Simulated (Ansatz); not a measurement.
# BFH₄S (built from SMILES BF.S): a short trajectory

The task is to watch the atoms for 60 steps of 1.0 fs, started with velocities for 300 K and run at constant energy, and see to which side of the barrier the system falls.

Method: Hartree-Fock/def2-mTZVP; program: Ansatz 0.2.0, Gaussian basis.

## Step 1: The starting structure

The start, a first-order saddle point found at PBE0-D4 in triple zeta: 7 atoms, charge 0, spin multiplicity 1.

Atoms are counted from 1 here; the program's logs count them from 0.

Bond lengths: B1–H3 1.193 Å, B1–H4 1.192 Å, B1–S6 1.959 Å, F2–H5 1.155 Å, H5–S6 1.646 Å, S6–H7 1.344 Å. Angles: H3–B1–H4 121.3°, H3–B1–S6 109.3°, H4–B1–S6 113.9°, F2–H5–S6 131.1°, B1–S6–H5 58.4°, B1–S6–H7 98.0°, H5–S6–H7 93.4°.

As a file:

```
B    -0.62274   -0.30180    0.18217
F     0.11958   -0.95607   -1.06755
H    -0.86125   -1.17301    0.96133
H    -1.47969    0.42350   -0.21715
H     0.98389   -0.36268   -0.58258
S     1.01145    0.62895    0.73032
H     0.84875    1.74109   -0.00653
```

## Step 2: Dynamics

The input, md/in.yaml:

```yaml
crystal:
  periodic: [false, false, false]
  atoms:
    - {symbol: B, position_ang: [-0.622739, -0.301799, 0.182167]}
    - {symbol: F, position_ang: [0.119585, -0.956066, -1.067552]}
    - {symbol: H, position_ang: [-0.861253, -1.173006, 0.961333]}
    - {symbol: H, position_ang: [-1.479687, 0.423504, -0.217154]}
    - {symbol: H, position_ang: [0.983892, -0.362676, -0.582583]}
    - {symbol: S, position_ang: [1.011447, 0.628953, 0.730317]}
    - {symbol: H, position_ang: [0.848754, 1.741090, -0.006527]}
basis:
  gaussian: {orbitals: def2-mTZVP}
hamiltonian: {xc: hf}
md: {n_steps: 60, timestep: 1.0, temperature: 300, ensemble: nve, seed: 346, initial_velocities: maxwell_boltzmann}
```

Launch:

```console
$ ansatz run in.yaml --threads 2 --pin off --events-out ev --progress --plain --max-ram 4352MiB
```

Q: Predict the outcome of this session. Wanted: temperature at the start; mean temperature, second half; lowest and highest potential energy, from the first frame; largest change of potential + kinetic; bonds lost by distance.

As calculated:

| quantity | value |
| --- | --- |
| length | 60 steps, 60.0 fs |
| temperature at the start | 300 K |
| mean temperature, second half | 1600 K |
| lowest and highest potential energy, from the first frame | -1202 and 53 meV |
| largest change of potential + kinetic | 47.5 meV |
| bonds lost by distance | B1–F2, H5–S6 |

By the last frame it has moved towards the side where B1–S6, F2–H5 form. The system runs downhill by 1.20 eV, and that energy turns into motion. With no thermostat the total energy should stay fixed; it holds within 47.5 meV, or 6 % of the mean kinetic energy of 775 meV, more than a sound time step leaves. The instant temperature ranges from 222 to 2086 K, as energy passes between motion and strain.
